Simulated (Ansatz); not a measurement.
# Forms of AlPH2 and their order

Ansatz 0.2.0, basis cc-pVDZ; geometries are PBE0/def2-TZVP minima. Wave-function levels freeze the cores; HF, MP2 and coupled cluster are restricted for singlets and unrestricted otherwise, Kohn–Sham unrestricted where that lies lower. The reference is CCSDT(Q) (coupled cluster only where its series has nearly closed). Semilocal and hybrid functionals correlate all electrons outside any core potential and usually lie nearer their basis limit than the reference, so part of their error here is the reference's basis and frozen-core error; RPA and the MP2 part of double hybrids freeze the same cores as the reference. None of these values is a measured one. Energies are electronic, without zero-point terms. The set is small: such energies can lie up to about 0.3 eV from the limit, spin gaps mostly less, so near ties and functionals' places can change in larger sets. No spin–orbit coupling and no scalar relativity. The species are chosen: bound, without strong static correlation by their natural occupations or amplitudes, and with a ladder that closes on the reference, so errors are smaller than for species at large; levels whose determinant breaks symmetry or spin markedly are left out.

A. singlet; Al–P 2.131, Al–H 1.583, P–H 1.451, angles at P 75°, angles at Al 177°. Coordinates (Å): Al 0.000 0.003 1.104; P 0.000 0.045 -1.026; H 0.000 -0.117 2.682; H 0.000 -1.366 -0.688
B. triplet; Al–P 2.334, Al–H 1.588, angles at Al 120/121°. Coordinates (Å): Al 0.000 0.000 1.179; P 0.000 0.000 -1.155; H 0.000 1.379 1.967; H 0.000 -1.379 1.967

Q: From bonding and spin, estimate the order of these in energy at CCSDT(Q), each at its own geometry.

A: At CCSDT(Q), above the lowest of those listed: A (0.0 kJ/mol), B (62.6 kJ/mol).

```
   level  B less A (kJ/mol)
CCSDT(Q)               62.6
      HF              -44.4
     MP2               67.8
 CCSD(T)               60.7
   CCSDT               61.2
     PBE               98.5
   B3LYP               75.6
 wB97M-V               85.9
  B2PLYP               73.9
 RPA-PBE               64.3
```

Another form comes out lowest with HF.

The geometries are PBE0's, not this basis's own minima.
